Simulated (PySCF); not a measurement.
Calculated NMR parameters of methyl isopropyl ketone

```yaml
Formula: C5H10O
SMILES: CC(=O)C(C)C
InChI: InChI=1S/C5H10O/c1-4(2)5(3)6/h4H,1-3H3
Point_group_of_the_computed_structure: C1
Degrees_of_unsaturation: 1
Carbon_signals: 4
Proton_signals: 3
```

Numbering as in the mapped SMILES `[CH3:1][C:2](=[O:3])[CH:4]([CH3:5])[CH3:6]`. Each H is labelled by its parent atom.

Theoretical values (PySCF 2.14): geometry from PBE0-D3(BJ)/def2-SVP, couplings computed with B3LYP/pcJ-1 (without the spin–dipole term), σ from GIAO-PBE0/pcSseg-1. Isolated molecule, relativity neglected, one conformer, averaged over atoms made equivalent by symmetry, fast rotation or ring inversion.

Scale: 1H and 13C against TMS; H2O for 17O (reference shieldings calculated alike).

```tsv
carbon	δC, type	δH (multiplicity, J in Hz)	HMBC from (abs. J ≥ 3 Hz)	span of the C tensor (ppm)
C1	28.8, CH3	2.13 (s)	–	58
C2	214.2, C	–	H(C4), H(C1), H(C5)/H(C6)	215
C4	42.8, CH	2.15 (sept, 7.8)	H(C5)/H(C6)	45
C5/C6	20.1, CH3	1.03 (d, 7.8)	H(C4), H(C5)/H(C6)	33
```

Other nuclei:
| atoms | nucleus | environment | δ (ppm) | σ (ppm) |
| --- | --- | --- | --- | --- |
| O3 | 17O | ketone oxygen | 681.4 | -346.8 |

Selected couplings (Hz, signed; the shortest-range and largest first, 30 at most; isotopes 13C, 1H): 1J(C5,H(C5)) 134.2, 1J(C1,H(C1)) 134.0, 1J(C4,H(C4)) 128.9, 1J(C1,C2) 42.5, 1J(C2,C4) 40.3, 1J(C4,C5) 36.5, 2J(C1,C4) 15.4, 2J(C2,C5) -1.1, 3J(H(C4),H(C5)) 7.8.

Carbon types of the structure: 1 × C, 1 × CH, 3 × CH3, which accounts for all hydrogens. δC 214.2: ketone carbonyl carbon; the double bond to the heteroatom, with no lone-pair donor beside it, deshields it most. δC 28.8: methyl carbon α to a carbonyl; α to the electron-withdrawing carbonyl group. δC 20.1: methyl carbon; aliphatic region, no heteroatom directly attached. δH 2.15: hydrogen on an sp3 CH α to a carbonyl; α to C=O. δH 2.13: hydrogen on a methyl carbon α to a carbonyl; α to C=O. The protons at 2.15 and 1.03 share a coupling of 7.8 Hz (vicinal).

Splittings below 1 Hz are ignored in the labels, and close J values are merged. Unscaled 3J(H,H) at this level run about 9 % above measured values. Shifts are as computed. Against solution values, carbons near 30 ppm lie about +2 ppm off and those near 130 ppm about +4 ppm. Of 246 compounds with measured shifts, 49 miss one by over three times the rms of a fit or turn the order of signals round; such compounds aren't used in these exercises. Unscaled 17O shifts of doubly bonded oxygen tend to come out too high, by tens of ppm or more. Experimental scales use liquid or dissolved standards, which lie at an offset from isolated H2O (liquid H2O: subtract about 36 ppm).
